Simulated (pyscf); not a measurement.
Single points on ωB97X-D3(BJ)/def2-SVP structures (PySCF, gas phase).

For the elementary gas-phase step H₂N–TiH(NH₂)–Cl + ammonia (NH₃) → H₂N–Ti(NH₂)(NH₂)–Cl + hydrogen (H₂) (singlet surface; H–Ti, H–N broken, N–Ti, H–H formed), what barrier and reaction energy does ωB97M-D3(BJ)/def2-TZVP give, measured from the separated reactants?

ΔE‡ = 9.7 kcal/mol, ΔE = -18.4 kcal/mol. Zero-point energy shifts the barrier by +0.3 kcal/mol. It is a four-centre exchange, with an imaginary mode of 1208i cm⁻¹. On the reactant side the descent ends in an adduct with a N–Ti contact (not fully relaxed), 16.7 kcal/mol under the separated species and 23.9 kcal/mol under the saddle at ωB97X-D3(BJ)/def2-TZVP. What is counted as formed (N–Ti) is already present as a longer contact in the reactant adduct; forming that adduct is a step of its own. At the saddle there is also a short H–Ti contact that neither side keeps. At ωB97X-D3(BJ) the barrier from the zero used here is 7.2 kcal/mol. This is the saddle that the search found; another between the same sides may lie lower.
